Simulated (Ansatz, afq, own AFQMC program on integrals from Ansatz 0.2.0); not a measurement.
# SiO, triplet: AFQMC among the cluster methods

```json
{"atom": "Si", "x (Å)": "0.0000", "y (Å)": "0.0000", "z (Å)": "0.0000"}
{"atom": "O", "x (Å)": "0.0000", "y (Å)": "0.0000", "z (Å)": "1.7235"}
```

Basis 6-31G. Only valence electrons are correlated. Ansatz 0.2.0 and our own AFQMC program on the same integrals; the CISD trial comes from CCSD amplitudes, and released means the phaseless constraint is let go. Error bars are statistical, one sigma.

Determinant: UHF, the one that the program's search chose, which needn't be the lowest solution. The geometry is a point of a scan.

Full CI on the same integrals is exact in this basis and with this determinant's frozen core.

Cautions: lower spins were not checked; the CCSDT(Q) amplitudes may be one of several solutions (largest double 0.69); the CCSDTQ amplitudes may be one of several solutions (largest double 0.75); the released energies have errors that jump between times, so the bars are unsure, so no released level is given (meV from the phaseless value at times in 1/Eh: -5 ± 4 at 0.24, 1514 ± 1520 at 0.51, -14 ± 3 at 0.99, -18 ± 3 at 1.62, -13 ± 4 at 2.40); the determinant fills πx and πy unequally, so it mixes two states of the linear molecule, and each level undoes that mixture to a different degree, while full CI gives the lower state.

The T1 diagnostic is 0.0230, the weight of the determinant in the CISD state is 0.903 and the ⟨S²⟩ of the determinant is 2.013. The size of the correlated space is 10 electrons in 16 orbitals.

```tsv
level	correlation energy (eV)
MP2	-3.1353
CCSD	-3.5832
CCSD(T)	-3.6884
```

Estimate where full CI lies against CCSD(T) on the same integrals.

20.4 kJ/mol below CCSD(T).

Reference: full CI, correlation energy -3.900 eV. The cautions show a poor starting determinant, so the rows tell how each method copes with it here, and full CI is the sure value.

| level | E − E(reference) (kJ/mol) | share of correlation (%) |
| --- | --- | --- |
| CCSD(T) | 20.4 | 94.57 |
| CCSDT | 3.4 | 99.09 |
| CCSDT(Q) | -0.9 | 100.24 |
| CCSDTQ | 0.3 | 99.92 |
| ph-AFQMC/HF | 23.8 ± 2.3 | 93.67 |
| ph-AFQMC/CISD | 19.3 ± 0.4 | 94.87 |

CCSDT and higher add their correlation energy to the determinant of the CCSD(T) run, since their own runs factorise the integrals more tightly (a shift of under 2 meV).
